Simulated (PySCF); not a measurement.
Vibration and rotation of AlSi

UHF-CCSD(T) constants of AlSi, ⁴Σ⁻ (quartet), unpaired electrons σ ↑, π ↑↑ (PySCF, no relativity, basis sets Al def2-TZVPP, Si def2-TZVPP; masses 26.9815 and 27.9769 u):

```
ωe            : 382.6 cm⁻¹
ωexe          : 1.8 cm⁻¹
Be            : 0.20843 cm⁻¹
αe            : 0.00142 cm⁻¹
De to Al + Si : 2.45 eV
```

(1) What force constant and bond length do these constants imply?

(2) Estimate the centrifugal constant D from the Kratzer relation and find the Dunham coefficient a1.

Correlated steps freeze 10 core orbitals. The state was picked by a PBE0 search and need not be the measured ground state.

Results:

(1) Reduced mass μred = 13.735 u; k = 5.8918×10⁻⁷·μred·ωe² (u, cm⁻¹, mdyn/Å) = 1.18 mdyn/Å; Re = √(16.8576/(μred·Be)) (u, cm⁻¹, Å) = 2.427 Å.

(2) D = 4Be³/ωe² = 2.47e-07 cm⁻¹; a1 = −1 − αeωe/(6Be²) = -3.08.
